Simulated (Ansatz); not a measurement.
# hcp Zr

Computed with PBE-D4 (plane waves, PAW; Ansatz, a quantum-chemistry and plane-wave program).

Numerical settings: plane-wave cutoff 520 eV, 18×18×12 k mesh (along the axes of the cell as run), Fermi–Dirac smearing 0.05 eV, scalar-relativistic PAW data made under PBE.

Cell (relaxed at this level):

```
CELL_PARAMETERS angstrom
      1.60739    -2.78408     0.00000
      1.60739     2.78408     0.00000
      0.00000     0.00000     5.14848
ATOMIC_POSITIONS crystal
  Zr 0.33333 0.66667 0.25000
  Zr 0.66667 0.33333 0.75000
```

| Quantity | Result |
|---|---|
| bulk modulus B0 | 95.0 GPa |
| band gap | zero (no gap) |
| pressure derivative B′ of the bulk modulus | 3.2 |

Measured, for comparison: bulk modulus 95.9 GPa (zero-point energy and finite temperature contributions removed, our sources range from 84.3 to 95.9; as tabulated in doi:10.1021/acs.jctc.3c00612). Computed (rounded) less measured: bulk modulus not scored (sources differ).

Note: the bulk modulus comes from volumes at which shape and atoms were relaxed.

Spin–orbit coupling is not included.

The computed numbers hold no vibrational or temperature effects.

Computing time: around 110 core-seconds (rough).
